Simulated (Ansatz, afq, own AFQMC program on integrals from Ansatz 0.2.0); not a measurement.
**Where AFQMC and coupled cluster stand for BGe⁺, quintet**

| atom | x (Å) | y (Å) | z (Å) |
| --- | --- | --- | --- |
| Ge | 0.0000 | 0.0000 | 0.0000 |
| B | 0.0000 | 0.0000 | 1.9774 |

Basis cc-pVDZ. Only valence electrons are correlated. AFQMC by an in-house program on the Cholesky factors that Ansatz 0.2.0 writes for its CCSD(T) run. The CISD trial takes its coefficients from CCSD amplitudes. Released means that phaseless walkers are propagated on without the constraint, phases kept. Uncertainties: one standard error, sampling alone. No spin–orbit coupling.

Determinant: ROHF, the one that the program's search chose, which needn't be the lowest solution. The geometry is a PBE0/def2-TZVP stationary point of this or a neighbouring charge and spin state.

Full CI on the same integrals is exact in this basis and with this determinant's frozen core.

Cautions: no relativity below Rb; no spin-orbit coupling; inner d shell frozen; lower spins were not checked; the released energies are still falling, so no released level is given (meV from the phaseless value at times in 1/Eh: -7.6 ± 2.5 at 0.24, -9.0 ± 1.4 at 0.51, -15 ± 3 at 0.99, -28 ± 6 at 1.62, -29.4 ± 2.2 at 2.40).

* T1 diagnostic: 0.0352
* weight of the determinant in the CISD state: 0.901
* size of the correlated space: 6 electrons in 26 orbitals

```json
{"level": "MP2", "correlation energy (eV)": "-2.1763"}
{"level": "CCSD", "correlation energy (eV)": "-2.6988"}
{"level": "CCSD(T)", "correlation energy (eV)": "-2.8385"}
```

Estimate where full CI lies against CCSD(T) on the same integrals.

4.7 kJ/mol below CCSD(T).

Reference: full CI, correlation energy -2.887 eV.

```
        level  E − E(reference) (kJ/mol)  share of correlation (%)
      CCSD(T)                        4.7                     98.32
        CCSDT                        1.2                     99.55
     CCSDT(Q)                        0.3                     99.90
       CCSDTQ                        0.1                     99.98
  ph-AFQMC/HF                 18.0 ± 1.9                     93.54
ph-AFQMC/CISD                  3.4 ± 0.2                     98.78
```

CCSDT and higher add their correlation energy to the determinant of the CCSD(T) run, since their own runs factorise the integrals more tightly (a shift of under 2 meV). A walk keeps the symmetry of its determinant, which the program's search chose and which needn't be the lowest solution, so a lower state of the same spin and another symmetry isn't excluded.
